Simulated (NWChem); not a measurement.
System: ethanol (C2H6O); SMILES CCO

Program: NWChem. Structure relaxed at the PBE0/def2-SVP level. Level: PBE0/def2-SVP with SMD, gas-phase geometry; reactions with the solvents are ignored. One conformer.

```tsv
SMD term (kcal/mol)	water	n-hexane
distortion of the solute's density	1.06	0.05
polarisation	-7.62	-1.38
cavity, dispersion and structure	2.39	-1.47
```

**Question.** Sum the solvation free energies, find the transfer free energy from water to n-hexane and the partition coefficient at 298.15 K.

**Answer.** 
1. ΔG(solv, water) = -4.17 kcal/mol and ΔG(solv, n-hexane) = -2.80 kcal/mol (1 M gas to 1 M solution).
2. Transfer: -2.80 − (-4.17) = 1.37 kcal/mol.
3. log₁₀ K(n-hexane/water) = −ΔG/(RT ln 10) = -1.37/1.364 = -1.0, so the model puts more of the solute in water.
4. Of the transfer energy, 5.23 kcal/mol is electrostatic and -3.86 comes from the non-electrostatic term. The two phases are taken as the pure solvents.
